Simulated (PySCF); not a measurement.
# Static response to an electric field

Vinylcyanoacetylene, C5H3N.
Geometry (GFN2-xTB, Å), atoms numbered from 1 in this order:
```
atom  x, y, z in Å
C1    -1.582   -0.999   -0.565
C2    -0.469   -1.047    0.163
C3     0.410    0.037    0.288
C4     1.176    0.971    0.404
C5     2.025    2.024    0.526
N6     2.740    2.920    0.626
H7    -1.866   -0.110   -1.102
H8    -2.238   -1.848   -0.641
H9    -0.182   -1.942    0.703
```

Level: PBE0/def2-SVPD (PySCF), static field, nuclei fixed, core orbitals frozen in the response. The polarisability tensor in these axes (au):

```
x   87.55 42.02 15.07
y   42.02 84.25  8.14
z   15.07  8.14 43.91
```

Task: Give the principal values, the mean and the anisotropy Δα = √{½[(α1 − α2)² + (α2 − α3)² + (α1 − α3)²]}.

Result: Principal values 37.56, 47.06 and 131.08 au; mean 71.90 au = 10.65 Å³ = 11.86 × 10⁻⁴⁰ C²·m²/J; Δα = 89.15 au (124 % of the mean).

Task: What is the dipole moment, and where does it point?

Result: (-3.44, -3.79, -0.68) D, 5.17 D in size, pointing from the negative to the positive side. Measured along this direction, the outermost atoms are N6 at the negative end and H8 at the positive end.

Task: Find the Langevin capture rate constant for NO+ (29.998 u) meeting this molecule (77.027 u), k = 2.342 × 10⁻⁹ cm³/s × √(α in Å³ / reduced mass in u).

Result: The reduced mass is 21.59 u, so k = 1.65 × 10⁻⁹ cm³/s. The formula leaves out the permanent dipole, which adds to the capture rate.

Task: What depolarisation ratio follows for Rayleigh scattering of linearly polarised light, taking the static tensor?

Result: ρ = 3Δα²/(45ᾱ² + 4Δα²) = 23844.2/(232649 + 31792.3) = 0.0902.

Task: Sum over states: ᾱ = Σ f/ω², ω in Eh. What share falls to these 8 lowest TDDFT singlets (eV, f)? 4.56, 0.0000; 4.82, 0.1837; 4.87, 0.0002; 6.72, 0.8742; 7.01, 0.0509; 7.10, 0.0007; 7.26, 0.0085; 7.28, 0.0000.

Result: They add up to 21.11 au, 29.4 % of the 71.90 au; the largest single term is 14.34 au, from the state at 6.72 eV. Terms in order: 0.00, 5.86, 0.01, 14.34, 0.77, 0.01, 0.12, 0.00 au. Higher excitations give the rest. The strengths listed sum to 1.118.

Task: Traceless (Buckingham) quadrupole moment about the centre of nuclear charge: eigenvalues?

Result: -6.66, 0.52, 6.13 D·Å. The values depend on the origin, since the dipole doesn't vanish. The electronic extent ⟨r²⟩ about the same centre is 802 bohr², a root-mean-square distance of 2.37 Å for the 40 electrons.

Task: What molar refraction does this α imply?

Result: Lorentz–Lorenz: R = (4π/3)N_A α = 2.5225 cm³/(mol·Å³) × 10.65 Å³ = 26.9 cm³/mol, in the limit of long wavelengths.

Isolated species at its GFN2-xTB geometry, gas phase.
